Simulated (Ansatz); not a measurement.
Ideal-gas functions of NO₂+, SMILES `O=[N+]=O` at 600 K and 1 bar, from an Ansatz frequency run at PBE0-D4/def2-TZVP.

Molar mass 46.0 g/mol, point group D∞h (symmetry number 2), electronic degeneracy 1, moments of inertia 39.408 u Å². Harmonic wavenumbers (cm⁻¹, unscaled): 676, 676, 1496, 2524.

Use S(trans) = R[1.5 ln M + 2.5 ln T − 1.1517]; rotational temperatures θ = 24.2544 K / I; S(rot) = R[ln(T/σθ) + 1]; for each mode x = 1.438777 ν̃/T, S = R[x/(eˣ − 1) − ln(1 − e⁻ˣ)] and H = RT x/(eˣ − 1); 1 cm⁻¹ = 0.0119627 kJ/mol; R = 8.31446 J/(mol·K).

By hand: the entropy, in J/(mol·K).

Translation 171.1. Rotation: θ = 0.6155 K, giving 59.8. Vibration, mode by mode: 5.15, 5.15, 1.08, 0.14, in all 11.5. Electronic 0.0. Sum 242.4 J/(mol·K).

By hand: H − E and G − E in kJ/mol, counted from the electronic energy.

Zero-point energy ½ × 5372 × 0.0119627 = 32.1; thermal vibration 4.6; translation, rotation and pV give 3.5 RT = 17.5. H − E = 54.2 kJ/mol, and G − E = 54.2 − 600 × 242.4/1000 = -91.2 kJ/mol.

Vibration gives 5 % of the entropy.
